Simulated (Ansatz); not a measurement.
Ansatz (a program for electronic structure) input (PBE/def2-SVP):

Ansatz 0.2 input:
```yaml
crystal:
  periodic: [false, false, false]
  atoms:
    - {symbol: C, position_ang: [0.00050689, -0.00132078, 0.55496514]}
    - {symbol: F, position_ang: [-0.01645668, 1.26857246, -0.12029224]}
    - {symbol: F, position_ang: [1.10642385, -0.61968926, -0.12581178]}
    - {symbol: F, position_ang: [-1.09030510, -0.64800268, -0.12387274]}
basis:
  gaussian:
    orbitals: def2-SVP
hamiltonian:
  xc: {name: PBE}
total_charge: -1
output: {forces: true}
```

What final total energy does it give?

-337.00649 Eh.
